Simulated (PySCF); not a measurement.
# hydrogen boron sulfide (BHS): spin-spin couplings and electronic excitations at several levels of theory, part 2 of 2

PySCF 2.14.0. Atoms count from 0. The steps go on from the part before.

### 11 Excited states and response: CAM-B3LYP/def2-SVPD

The job: settings as JSON, then the geometry in Å.

```
{"job": {"kind": "uv", "xc": "CAM-B3LYP", "basis": "def2-SVPD", "ip": true}, "charge": 0, "multiplicity": 1}
B     -0.136488    -0.034728    -0.014433
S      1.468585    -0.027279    -0.020954
H     -1.325527    -0.040283    -0.009603
```

With the program's defaults for keys left out, this is: TDDFT CAM-B3LYP/def2-SVPD, vertical, gas phase, core orbitals frozen in the response.

The log of the run:

```text
coarse grid: 3336 points
cycle   1  E = -423.4235129294  dE =  7.753e-02  |g| = 2.852e-01  |ddm| = 2.140e+00
cycle   2  E = -423.3942282853  dE =  2.928e-02  |g| = 4.483e-01  |ddm| = 8.041e-01
cycle   3  E = -423.4584014238  dE = -6.417e-02  |g| = 1.856e-02  |ddm| = 4.929e-01
cycle   4  E = -423.4585415981  dE = -1.402e-04  |g| = 8.076e-03  |ddm| = 4.806e-02
cycle   5  E = -423.4585655474  dE = -2.395e-05  |g| = 1.097e-03  |ddm| = 1.664e-02
cycle   6  E = -423.4585663431  dE = -7.957e-07  |g| = 3.127e-04  |ddm| = 3.602e-03
final grid: 28328 points
cycle   7  E = -423.4998334304  dE = -3.529e-06  |g| = 3.509e-04  |ddm| = 1.421e-02
cycle   8  E = -423.4998334707  dE = -4.033e-08  |g| = 2.114e-04  |ddm| = 1.319e-03
cycle   9  E = -423.4998334802  dE = -9.456e-09  |g| = 1.438e-04  |ddm| = 4.208e-04
cycle  10  E = -423.4998334870  dE = -6.777e-09  |g| = 8.749e-06  |ddm| = 1.770e-04
cycle  11  E = -423.4998334870  dE = -3.052e-11  |g| = 1.973e-06  |ddm| = 2.039e-05
converged SCF energy = -423.4998334870

Static polarisability (au): isotropic 34.320, principal 28.929 28.929 45.100

Singlet excitations
state   eV       nm        f      main configurations
  1   5.1565    240.4   0.00000   H->L 0.40, H-1->L+1 0.40, H->L+1 0.09
  2   5.4137    229.0   0.00000   H-1->L+1 0.46, H->L 0.46
  3   5.4137    229.0   0.00000   H-1->L 0.46, H->L+1 0.46
  4   7.8755    157.4   0.00078   H-2->L+1 0.92
  5   7.8755    157.4   0.00078   H-2->L 0.92
  6   7.9231    156.5   0.15354   H-1->L+2 0.65, H-1->L+3 0.14, H->L+2 0.10
  7   7.9231    156.5   0.15354   H->L+2 0.65, H->L+3 0.14, H-1->L+2 0.10
  8   7.9822    155.3   0.54574   H->L+1 0.37, H-1->L 0.37, H->L 0.09
  9   8.6826    142.8   0.00103   H->L+3 0.80, H->L+2 0.16
 10   8.6826    142.8   0.00103   H-1->L+3 0.80, H-1->L+2 0.16

Triplet excitations (Tamm-Dancoff, eV): 4.3142 4.6719 4.6719 5.1854
Vertical ionisation energy (delta-SCF) = 11.1750 eV
Vertical electron affinity (delta-SCF) = -0.7935 eV
```

Run time: 4.6 s. Hardware: 1 thread of Intel Xeon Platinum 8175M at 2.50GHz, shared host; peak memory 0.29 GiB.

In short: HOMO -9.85 eV, LUMO -0.15 eV; lowest singlet 5.16 eV.

### 12 Excited states and response: wB97X-D/def2-SVPD

The job: settings as JSON, then the geometry in Å.

```
{"job": {"kind": "uv", "xc": "wB97X-D", "basis": "def2-SVPD", "ip": true}, "charge": 0, "multiplicity": 1}
B     -0.136488    -0.034728    -0.014433
S      1.468585    -0.027279    -0.020954
H     -1.325527    -0.040283    -0.009603
```

Method: TDDFT wB97X-D/def2-SVPD, vertical, gas phase, core orbitals frozen in the response.

The log of the run:

```text
coarse grid: 3336 points
cycle   1  E = -423.4131583970  dE =  7.878e-02  |g| = 3.253e-01  |ddm| = 1.969e+00
cycle   2  E = -423.3978468934  dE =  1.531e-02  |g| = 4.449e-01  |ddm| = 8.463e-01
cycle   3  E = -423.4590321406  dE = -6.119e-02  |g| = 2.016e-02  |ddm| = 5.025e-01
cycle   4  E = -423.4592439553  dE = -2.118e-04  |g| = 4.758e-03  |ddm| = 6.178e-02
cycle   5  E = -423.4592562412  dE = -1.229e-05  |g| = 1.476e-03  |ddm| = 1.531e-02
cycle   6  E = -423.4592573235  dE = -1.082e-06  |g| = 4.217e-04  |ddm| = 3.893e-03
final grid: 28328 points
cycle   7  E = -423.4988616675  dE = -1.920e-05  |g| = 2.047e-03  |ddm| = 2.629e-02
cycle   8  E = -423.4988624157  dE = -7.482e-07  |g| = 1.140e-03  |ddm| = 6.342e-03
cycle   9  E = -423.4988628011  dE = -3.854e-07  |g| = 4.784e-04  |ddm| = 1.742e-03
cycle  10  E = -423.4988628712  dE = -7.011e-08  |g| = 7.621e-05  |ddm| = 6.986e-04
cycle  11  E = -423.4988628734  dE = -2.268e-09  |g| = 1.445e-05  |ddm| = 1.977e-04
cycle  12  E = -423.4988628735  dE = -9.112e-11  |g| = 1.949e-06  |ddm| = 3.736e-05
converged SCF energy = -423.4988628735

Static polarisability (au): isotropic 34.207, principal 28.911 28.911 44.798

Singlet excitations
state   eV       nm        f      main configurations
  1   5.2678    235.4   0.00000   H->L+1 0.36, H-1->L 0.36, H->L 0.14
  2   5.4656    226.8   0.00000   H-1->L+1 0.33, H->L 0.33, H->L+1 0.17
  3   5.4661    226.8   0.00000   H-1->L 0.33, H->L+1 0.33, H-1->L+1 0.17
  4   7.9458    156.0   0.00016   H-2->L 0.63, H-2->L+1 0.31
  5   7.9459    156.0   0.00016   H-2->L+1 0.63, H-2->L 0.31
  6   8.0163    154.7   0.54744   H->L 0.33, H-1->L+1 0.33, H->L+1 0.12
  7   8.0840    153.4   0.17033   H->L+2 0.70, H->L+3 0.19
  8   8.0840    153.4   0.17033   H-1->L+2 0.70, H-1->L+3 0.19
  9   8.9347    138.8   0.00110   H->L+3 0.76, H->L+2 0.19
 10   8.9347    138.8   0.00110   H-1->L+3 0.76, H-1->L+2 0.19

Triplet excitations (Tamm-Dancoff, eV): 4.4058 4.8204 4.8210 5.2912
Vertical ionisation energy (delta-SCF) = 11.2115 eV
```

Run time: 2.8 s. Hardware: 1 thread of Intel Xeon Platinum 8175M at 2.50GHz, shared host; peak memory 0.29 GiB.

In short: HOMO -10.42 eV, LUMO 0.55 eV; lowest singlet 5.27 eV.

### 13 Ultraviolet spectrum: LC-wPBE/def2-SVPD

The job: settings as JSON, then the geometry in Å.

```
{"job": {"kind": "uv", "xc": "LC-wPBE", "basis": "def2-SVPD", "ip": true}, "charge": 0, "multiplicity": 1}
B     -0.136488    -0.034728    -0.014433
S      1.468585    -0.027279    -0.020954
H     -1.325527    -0.040283    -0.009603
```

Level: TDDFT LC-wPBE/def2-SVPD, vertical, gas phase, core orbitals frozen in the response.

The log of the run:

```text
coarse grid: 3336 points
cycle   1  E = -423.2597964051  dE =  8.110e-02  |g| = 3.364e-01  |ddm| = 1.974e+00
cycle   2  E = -423.2682860016  dE = -8.490e-03  |g| = 3.732e-01  |ddm| = 7.891e-01
cycle   3  E = -423.3100875108  dE = -4.180e-02  |g| = 2.270e-02  |ddm| = 4.556e-01
cycle   4  E = -423.3104310617  dE = -3.436e-04  |g| = 4.581e-03  |ddm| = 8.185e-02
cycle   5  E = -423.3104518085  dE = -2.075e-05  |g| = 1.346e-03  |ddm| = 1.872e-02
cycle   6  E = -423.3104530405  dE = -1.232e-06  |g| = 2.767e-04  |ddm| = 4.308e-03
final grid: 28328 points
cycle   7  E = -423.3622319804  dE = -9.046e-06  |g| = 3.602e-03  |ddm| = 2.604e-02
cycle   8  E = -423.3622325451  dE = -5.647e-07  |g| = 3.377e-03  |ddm| = 7.857e-03
cycle   9  E = -423.3622358082  dE = -3.263e-06  |g| = 1.299e-04  |ddm| = 4.136e-03
cycle  10  E = -423.3622358181  dE = -9.830e-09  |g| = 6.616e-05  |ddm| = 3.841e-04
cycle  11  E = -423.3622358200  dE = -1.957e-09  |g| = 1.272e-05  |ddm| = 1.481e-04
cycle  12  E = -423.3622358201  dE = -1.043e-10  |g| = 1.742e-06  |ddm| = 4.358e-05
converged SCF energy = -423.3622358201

Static polarisability (au): isotropic 33.468, principal 28.145 28.145 44.115

Singlet excitations
state   eV       nm        f      main configurations
  1   5.1903    238.9   0.00000   H->L+1 0.49, H-1->L 0.49
  2   5.5034    225.3   0.00000   H-1->L 0.45, H->L+1 0.45
  3   5.5034    225.3   0.00000   H-1->L+1 0.45, H->L 0.45
  4   7.9884    155.2   0.00167   H-2->L 0.74, H-2->L+1 0.21
  5   7.9884    155.2   0.00167   H-2->L+1 0.74, H-2->L 0.21
  6   8.1420    152.3   0.57086   H->L 0.46, H-1->L+1 0.46
  7   8.4442    146.8   0.17459   H->L+2 0.57, H->L+3 0.23, H->L+6 0.17
  8   8.4442    146.8   0.17459   H-1->L+2 0.57, H-1->L+3 0.23, H-1->L+6 0.17
  9   9.3926    132.0   0.00400   H->L+3 0.65, H->L+2 0.25
 10   9.3926    132.0   0.00400   H-1->L+3 0.65, H-1->L+2 0.25

Triplet excitations (Tamm-Dancoff, eV): 4.2218 4.6447 4.6448 5.2434
Vertical ionisation energy (delta-SCF) = 11.1803 eV
```

It took 4.2 s on 1 thread of Intel Xeon Platinum 8175M at 2.50GHz, shared host; peak memory 0.29 GiB.

Key values: HOMO -11.28 eV, LUMO 0.96 eV; lowest singlet 5.19 eV.

### 14 Ultraviolet spectrum: PBE0/6-31G*

The job: settings as JSON, then the geometry in Å.

```
{"job": {"kind": "uv", "xc": "PBE0", "basis": "6-31G*"}, "charge": 0, "multiplicity": 1}
B     -0.136488    -0.034728    -0.014433
S      1.468585    -0.027279    -0.020954
H     -1.325527    -0.040283    -0.009603
```

Level: TDDFT PBE0/6-31G*, vertical, gas phase, core orbitals frozen in the response.

The log of the run:

```text
coarse grid: 3336 points
cycle   1  E = -423.4542205752  dE =  8.724e-02  |g| = 2.229e-01  |ddm| = 1.742e+00
cycle   2  E = -423.4058183130  dE =  4.840e-02  |g| = 4.453e-01  |ddm| = 7.485e-01
cycle   3  E = -423.4735082044  dE = -6.769e-02  |g| = 4.863e-02  |ddm| = 4.971e-01
cycle   4  E = -423.4743001469  dE = -7.919e-04  |g| = 1.124e-02  |ddm| = 7.771e-02
cycle   5  E = -423.4743437764  dE = -4.363e-05  |g| = 3.409e-04  |ddm| = 1.339e-02
cycle   6  E = -423.4743438219  dE = -4.556e-08  |g| = 8.332e-05  |ddm| = 7.234e-04
final grid: 28328 points
cycle   7  E = -423.4502839711  dE =  3.407e-06  |g| = 5.826e-03  |ddm| = 1.502e-02
cycle   8  E = -423.4502475353  dE =  3.644e-05  |g| = 1.167e-02  |ddm| = 1.908e-02
cycle   9  E = -423.4502957969  dE = -4.826e-05  |g| = 2.737e-04  |ddm| = 1.332e-02
cycle  10  E = -423.4502958220  dE = -2.517e-08  |g| = 3.350e-05  |ddm| = 4.121e-04
cycle  11  E = -423.4502958224  dE = -3.594e-10  |g| = 1.019e-05  |ddm| = 5.484e-05
converged SCF energy = -423.4502958224

Static polarisability (au): isotropic 24.561, principal 15.649 15.649 42.383

Singlet excitations
state   eV       nm        f      main configurations
  1   5.3908    230.0   0.00000   H->L 0.47, H-1->L+1 0.47
  2   5.6395    219.8   0.00000   H->L+1 0.50, H-1->L 0.50
  3   5.6395    219.8   0.00000   H-1->L+1 0.50, H->L 0.50
  4   7.9969    155.0   0.01451   H-2->L 0.98
  5   7.9969    155.0   0.01451   H-2->L+1 0.98
  6   8.3549    148.4   0.48308   H->L+1 0.42, H-1->L 0.42
  7   9.4685    130.9   0.01389   H-1->L+2 0.97
  8   9.4685    130.9   0.01389   H->L+2 0.97
  9  11.3305    109.4   0.04915   H-3->L+1 0.64, H->L+3 0.29
 10  11.3305    109.4   0.04915   H-3->L 0.64, H-1->L+3 0.29

Triplet excitations (Tamm-Dancoff, eV): 4.3017 4.7399 4.7399 5.4050
```

Run time: 0.95 s. Hardware: 1 thread of Intel Xeon Platinum 8175M at 2.50GHz, shared host; peak memory 0.29 GiB.

In short: HOMO -8.46 eV, LUMO -0.97 eV; lowest singlet 5.39 eV.

### 15 Run by run: spin-spin couplings

Couplings (Hz), with basis size and wall time:

```csv
run,B0–H2,S1–H2,functions,time
B3LYP/cc-pVTZ,246.8,5.1,78,1.9 s
B3LYP/6-31G*,252.7,5.5,34,1 s
```

### 16 Comparing the runs: electronic excitations

Excitations and ground-state properties, with basis size and wall time:

```csv
run,lowest singlet (eV),brightest (eV),f,gap (eV),α (Å³),μ (D),functions,time
HF/def2-SVPD,5.25,8.29,0.644,12.86,5.01,2.06,55,0.52 s
LDA/def2-SVPD,5.23,7.83,0.485,5.23,5.20,1.25,55,2.9 s
PBE/def2-SVPD,5.28,7.81,0.473,5.28,5.18,1.26,55,4.5 s
B3LYP/def2-SVPD,5.23,7.88,0.514,6.84,5.13,1.43,55,3.7 s
PBE0/def2-SVPD,5.29,7.99,0.529,7.32,5.07,1.48,55,3.8 s
BHandHLYP/def2-SVPD,5.22,8.06,0.569,9.23,5.04,1.67,55,2.6 s
CAM-B3LYP/def2-SVPD,5.16,7.98,0.546,9.70,5.09,1.55,55,4.6 s
wB97X-D/def2-SVPD,5.27,8.02,0.547,10.97,5.07,1.63,55,2.8 s
LC-wPBE/def2-SVPD,5.19,8.14,0.571,12.24,4.96,1.66,55,4.2 s
PBE0/6-31G*,5.39,8.35,0.483,7.48,3.64,1.60,34,0.95 s
```

Measured dipole: 1.30 D (gas; NIST CCCBDB Release 22 (SRD 101), experimental dipoles).

### 17 Outcome

What follows sums up all 2 parts.

```
                                     quantity                        value
                                  point group                        Cinfv
         rotational constants (main isotopes)             18.93, 18.93 GHz
largest coupling of the table (B3LYP/cc-pVTZ)      1J(B,H) B0–H2, 246.8 Hz
                lowest singlet (HF/def2-SVPD)  5.25 eV (236 nm), f = 0.000
     brightest single state of those computed  state 6, 8.29 eV, f = 0.644
                               lowest triplet                      4.10 eV
            vertical ionisation energy (ΔSCF)                      9.86 eV
      range of J(B0,H2), mean over like pairs            246.8 to 252.7 Hz
                  range of the lowest singlet              5.16 to 5.39 eV
```

In words: Single values in the summary come from the first run of each kind that ended normally (B3LYP/cc-pVTZ; HF/def2-SVPD), which need not be the best level. The start was shaken at random, so part of the energy gained undoes that. The optimisation took 5 steps and gained 0.313 eV; among the close pairs (by a distance rule), B0–S1 changed most, from 1.516 to 1.605 Å. No frequency check was run at this level, so the end point may be a saddle. Of the pairs tabulated at B3LYP/cc-pVTZ, B0–H2 couples most strongly (246.8 Hz; Fermi contact 246.4 Hz). ΔSCF puts the ionisation energy at 9.86 eV, 1.15 eV below −ε(HOMO). The dipole moment, 2.06 D, compares with 1.30 D measured. The coupling B0–H2, as a mean over pairs of its kind, runs from 246.8 Hz (B3LYP/cc-pVTZ) to 252.7 Hz (B3LYP/6-31G*). The lowest singlet runs from 5.16 eV (CAM-B3LYP/def2-SVPD) to 5.39 eV (PBE0/6-31G*), while the orbital gap spans 5.23 to 12.86 eV. The lowest state need not be the same one in every run. For the measured dipole, PBE/def2-SVPD misses least (0.03 D, 4.5 s) and HF/def2-SVPD most (0.76 D, 0.52 s). Couplings from bases without tight functions are rough. One molecule ranks no method: errors cancel, and vibration and temperature are missing from all runs.
